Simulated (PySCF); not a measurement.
**Working out the electron affinity of Si**

Si⁻ [Ne] 3s2 3p3 (4S) → Si [Ne] 3s2 3p2 (3P). Calculation: PySCF 2.14, in dyall-av3z (19s12p3d2f, 84 functions); the spin-free X2C one-electron Hamiltonian (Gaussian nucleus). Frozen: [Ne]; the 23 highest virtual orbitals dropped. Energies in hartree (1 hartree = 27.21139 eV):

```
            part  Si⁻ (lower)   Si (upper)
             UHF  -289.494145  -289.463181
CCSD correlation    -0.092579    -0.075099
             (T)    -0.004793    -0.002580
```

Question: What does Hartree-Fock give?

Answer: (-289.463181) − (-289.494145) = 0.030964 hartree = 0.843 eV.

Question: What do CCSD and CCSD(T) give?

Answer: The CCSD correlation energies differ by 0.017480 hartree = 0.476 eV and the triples by 0.002213 hartree = 0.060 eV, so CCSD gives 1.319 eV and CCSD(T) 1.379 eV.

A first-order spin-orbit estimate adds -0.016 eV to CCSD(T) (valence), giving 1.363 eV against 1.390 eV (measured; photodetachment measurements, as compiled on the Wikipedia data page of electron affinities).

What remains against the reference includes basis incompleteness, the frozen core and higher excitations.
